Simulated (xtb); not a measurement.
# C2H4Si (SMILES C=C[SiH]): GFN2-xTB

We compute a geometry optimisation of C2H4Si. 

Program for the calculation: xtb 6.7.1.

7 further runs of the same task are left out: 7 set aside as unsound or not needed.

## Step 1: The molecule

The species is C2H4Si (7 atoms), meant as a triplet with charge 0. SMILES: `C=C[SiH]`. The shape is that of a GFN2-xTB optimisation. The run starts from this shape.

Bond lengths: C1–C2 1.348 Å, C2–Si3 1.831 Å, C1–H4 1.077 Å, C1–H5 1.077 Å, C2–H6 1.083 Å, Si3–H7 1.462 Å. Angles: C1–C2–Si3 124.2°, C1–C2–H6 118.4°, Si3–C2–H6 117.4°, C2–C1–H4 122.1°, C2–C1–H5 121.5°, C2–Si3–H7 123.4°, H4–C1–H5 116.4°.

## Step 2: A geometry optimisation at GFN2-xTB

The input, .CHRG:

```
0
```

The input, .UHF:

```
2
```

The input, mol.xyz:

```xyz
7

C     -0.664880     0.403150    -0.661530
C     -0.043620     0.393820     0.534920
Si     1.210520    -0.843240     1.034030
H     -0.458220    -0.333550    -1.419980
H     -1.396740     1.153360    -0.910180
H     -0.297240     1.164440     1.252740
H      1.650180    -1.937980     0.169990
```

Launch:

```bash
$ xtb -o vtight --gfn 2 -- mol.xyz > mol.out 2> xtb.err
```

**Question.** What will come out? Wanted: total energy at the end; dipole moment; HOMO energy; LUMO energy; dispersion energy; mean polarisability.

**Answer.** As computed:

Level: GFN2-xTB.

| quantity | value |
| --- | --- |
| total energy at the end | -7.87951 Eh |
| dipole moment | 1.12 D |
| HOMO energy (partly filled) | -7.04 eV |
| LUMO energy | -5.17 eV |
| dispersion energy | -8.90 kJ/mol |
| mean polarisability (D4 model) | 58.8 bohr³ |

In words: At the final geometry: Bond lengths: C1–C2 1.348 Å, C2–Si3 1.831 Å, C1–H4 1.077 Å, C1–H5 1.077 Å, C2–H6 1.083 Å, Si3–H7 1.462 Å. Angles: C1–C2–Si3 124.1°, C1–C2–H6 118.4°, Si3–C2–H6 117.5°, C2–C1–H4 122.1°, C2–C1–H5 121.5°, C2–Si3–H7 123.3°, H4–C1–H5 116.3°. The optimisation took 4 steps and changed the energy by -0.000 eV. Mulliken charges run from -0.12 on C2 to +0.25 on Si3.
